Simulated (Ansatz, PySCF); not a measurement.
System: C₂H₆N (charge 0, doublet). It need not be the lowest isomer of its formula. 
Geometry from a B3LYP-D3(BJ)/def2-TZVP (Ansatz, a first-principles code) optimisation:
```
N
H 1 1.0087
C 1 1.3821 2 114.76
H 3 1.0801 1 117.00 2 33.44
H 3 1.0812 4 119.04 1 -149.23
C 1 1.4488 2 114.11 3 -142.72
H 6 1.0899 1 109.72 2 -45.31
H 6 1.0918 7 108.03 1 118.94
H 6 1.0982 7 108.88 8 116.98
```
Charge 0, spin multiplicity 2.

Property: atomisation energy (electronic, to ground-state atoms), in kJ/mol. Correlated levels leave the core frozen unless marked. Open shells are spin-unrestricted. Spin-orbit coupling is left out. No relativistic terms. The coupled-cluster limit lacks core correlation, which all-electron functionals hold. CBS marks a two-point X^-3 extrapolation of the correlation energy; Hartree-Fock from the larger set. [CCSD(T)-MP2]/basis is that difference in the basis named.

| level | program | atomisation energy (kJ/mol) |
|---|---|---|
| SVWN5/def2-TZVPD | Ansatz | (withheld) |
| PW6B95/def2-TZVPD | PySCF | 3231.3 |
| B2GP-PLYP-D4/def2-TZVPD | Ansatz + dftd4 | 3183.1 |
| B2PLYP-D3(BJ)/def2-TZVPD | Ansatz + dftd3 | (withheld) |
| PBE-QIDH/def2-TZVPD | Ansatz | (withheld) |
| SCS-MP2/6-31G* | Ansatz | 2892.6 |
| CCSD/6-31G* | Ansatz | 2864.0 |
| RI-MP2/CBS(cc-pVTZ,cc-pVQZ)+[CCSD(T)-MP2]/cc-pVTZ | Ansatz | (withheld) |

**Question.** Some entries are withheld; supply them.

**Answer.** 
- SVWN5/def2-TZVPD, atomisation energy (kJ/mol): 3701.6
- B2PLYP-D3(BJ)/def2-TZVPD, atomisation energy (kJ/mol): 3202.9
- PBE-QIDH/def2-TZVPD, atomisation energy (kJ/mol): 3191.8
- RI-MP2/CBS(cc-pVTZ,cc-pVQZ)+[CCSD(T)-MP2]/cc-pVTZ, atomisation energy (kJ/mol): 3220.2
